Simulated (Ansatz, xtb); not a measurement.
**Relative energy of two isomers of C4H9Cl**

Structure a: `CC(C)(C)Cl`, a singlet. Structure b: `CC(C)CCl`, a singlet. Both are isolated molecules in the gas phase, relaxed with B3LYP-D3(BJ)/def2-SVP, each in the lowest conformer that the search found.

Energies in hartree; the thermal terms are from B3LYP-D3(BJ)/def2-SVP harmonic frequencies (ideal gas, rigid rotor, one conformer each, 298.15 K, 1 atm) and include the zero-point energy:

|  | a | b |
| --- | --- | --- |
| E, CCSD(T)/def2-SVP | −616.773549 | −616.766085 |
| E, MP2/def2-SVP | −616.684913 | −616.676832 |
| E, MP2/def2-TZVPP | −617.195453 | −617.187629 |
| zero-point energy | 0.121774 | 0.122797 |
| H(298 K) − E | 0.129246 | 0.130194 |
| G(298 K) − E | 0.093243 | 0.092705 |

Problem. Correct the CCSD(T) difference for the basis set by the MP2 change, then work out ΔE, ΔE₀, ΔH and ΔG for a → b in kcal/mol (1 Eh = 627.51 kcal/mol) and the equilibrium ratio [b]/[a].

Solution. 1. Differences b − a: CCSD(T) +0.007464, MP2 in the small set +0.008081, MP2 in the large set +0.007824 Eh.
2. ΔE = +0.007464 + (+0.007824 − (+0.008081)) = +0.007207 Eh = +4.52 kcal/mol.
3. ΔE₀ = ΔE + ΔZPE = +0.007207 + (+0.001023) Eh = +5.16 kcal/mol.
4. ΔH = ΔE + (+0.000948) Eh = +5.12 kcal/mol.
5. ΔG = ΔE + (−0.000538) Eh = +4.18 kcal/mol, so ΔS = (ΔH − ΔG)/T = +13.1 J/(mol K).
6. kT = 0.9442 mEh, so K = [b]/[a] = exp(−ΔG/kT) = exp(−7.06) ≈ 8.6 × 10^−4.

Structure a is favoured at this temperature. An error of 1 kcal/mol in ΔG would change K by a factor of 5.4. Mirror images and further conformers aren't counted.

As drawn, both hold the same kinds of bond in the same numbers. Structure a has 3 methyl groups, b 2.

Tabulated enthalpies of formation at 298 K (CRC Handbook of Chemistry and Physics) are −182.2 kJ/mol for a and −159.3 kJ/mol for b, so the tabulated ΔH is +5.47 kcal/mol and the calculation departs from it by −0.36 kcal/mol.

Other levels gave ΔE = +5.5 (GFN2-xTB); +2.9 (HF/STO-3G, GFN2-xTB geometries); +4.7 (r2SCAN-D4/def2-SVP, GFN2-xTB geometries); +3.7 (B3LYP-D3(BJ)/def2-SVP); +3.4 (HF/def2-SVP); +5.1 (MP2/def2-SVP); +4.7 (CCSD(T)/def2-SVP) kcal/mol. The correlated steps freeze 9 core orbitals. Programs: Ansatz 0.2.0, xtb 6.7.1.
